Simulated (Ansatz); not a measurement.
**Zone-centre LO phonon frequency of some III–V compounds**

Method: r²SCAN in Ansatz (plane waves, PAW). References are measured values at room or unstated temperature, uncorrected, so that the deviations hold thermal and zero-point effects besides the level's error.

Values in cm⁻¹.

| solid | reference | r²SCAN | deviation (%) |
|---|---|---|---|
| zinc-blende BP | 823† | 822 | -0.1 |
| zinc-blende GaAs | 293 (285–293) | 287 | -2.0 |
| zinc-blende GaP | 402† | 397 | -1.2 |
| cubic BN | 1305† | 1302 | -0.2 |
| zinc-blende InP | 344† | 338 | -1.7 |
| zinc-blende GaSb | 233† | 231 | -0.9 |
| zinc-blende InAs | 238 | 230 | -3.4 |

Over these 7 solids the mean deviation is -1.4 %, the mean absolute deviation 1.4 % (median 1.2 %), and the worst case zinc-blende InAs at -3.4 %; the value is below the reference in 7 of 7 cases.

Spin–orbit coupling is left out, also for the solids with elements from indium on (zinc-blende InP, zinc-blende GaSb, zinc-blende InAs); its size isn't shown.

† marks references with one source in our tables, § those from which another value on file, of any temperature, differs by over 15 %.

Brackets give the range of our sources, which can hold other temperatures.

Differences are worked out from the printed values.

Each level is taken at its own relaxed cell. Ansatz's density-functional and Hartree–Fock values are scalar-relativistic unless marked +SOC, with PAW data made under PBE.

Of the class's solids with a reference value and a result at some level, none was set aside. At least 1 more with a reference value is held back for tests. Layered and molecular crystals are counted apart.

References as tabulated in Han and Bester (2011), arXiv:1107.0196; Solozhenko et al. (2014), arXiv:1505.05714; Ioffe Institute, NSM Archive: BN, mechanic properties page; Ioffe Institute, NSM Archive: InP, mechanic properties page and others.

Ansatz is a quantum-chemistry and plane-wave program.
